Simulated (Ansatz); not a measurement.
PF: how the atomization moves with the basis

PF, triplet; coordinates (Å): F 0.000 0.000 0.000; P 0.000 0.000 1.593. Quantity: atomization.

Ansatz 0.2.0, basis 6-31G or cc-pVDZ or cc-pVTZ; geometries are PBE0/def2-TZVP minima. Wave-function levels freeze the cores; HF, MP2 and coupled cluster are restricted for singlets and unrestricted otherwise, atoms included (their steps beyond CCSDT(Q) come from restricted open-shell runs), Kohn–Sham unrestricted where that lies lower. MRCISD+Q stands on CASSCF in the full valence space, and MRCISD+Q is size-consistent only roughly. The reference is CCSDT(Q) or CCSDTQ or full CI (coupled cluster only where its series has nearly closed). Semilocal and hybrid functionals correlate all electrons outside any core potential and usually lie nearer their basis limit than the reference, so part of their error here is the reference's basis and frozen-core error; RPA and the MP2 part of double hybrids freeze the same cores as the reference. None of these values is a measured one. Energies are electronic, without zero-point terms. No spin–orbit coupling and no scalar relativity. The species are chosen: bound, without strong static correlation by their natural occupations or amplitudes, in their lowest spin state as far as vertical gaps and like structures tell, without the heavier p-block dimers whose ³Σ⁻ and ³Π states nearly coincide, and with a ladder that closes on the reference, so errors are smaller than for species at large; levels whose determinant breaks symmetry or spin markedly are left out.

```json
{"level": "reference", "6-31G (kcal/mol)": "60.0 (full CI)", "cc-pVDZ (kcal/mol)": "81.5 (CCSDTQ)", "cc-pVTZ (kcal/mol)": "99.5 (CCSDT(Q))"}
{"level": "CCSD(T)", "6-31G (kcal/mol)": "59.6", "cc-pVDZ (kcal/mol)": "81.2", "cc-pVTZ (kcal/mol)": "99.4"}
{"level": "MRCISD+Q", "6-31G (kcal/mol)": "58.5", "cc-pVDZ (kcal/mol)": "78.6", "cc-pVTZ (kcal/mol)": "95.7"}
{"level": "PBE", "6-31G (kcal/mol)": "84.4", "cc-pVDZ (kcal/mol)": "107.6", "cc-pVTZ (kcal/mol)": "115.5"}
{"level": "r2SCAN", "6-31G (kcal/mol)": "76.3", "cc-pVDZ (kcal/mol)": "99.6", "cc-pVTZ (kcal/mol)": "109.3"}
{"level": "PBE0", "6-31G (kcal/mol)": "73.4", "cc-pVDZ (kcal/mol)": "97.6", "cc-pVTZ (kcal/mol)": "107.0"}
{"level": "B3LYP", "6-31G (kcal/mol)": "77.2", "cc-pVDZ (kcal/mol)": "100.7", "cc-pVTZ (kcal/mol)": "109.6"}
{"level": "wB97M-V", "6-31G (kcal/mol)": "76.9", "cc-pVDZ (kcal/mol)": "101.5", "cc-pVTZ (kcal/mol)": "109.8"}
```

From 6-31G to cc-pVTZ the reference moves by 39.5 kcal/mol and PBE by 31.1; the step from CCSD(T) to the reference is 0.3 in the first and 0.1 in the last.
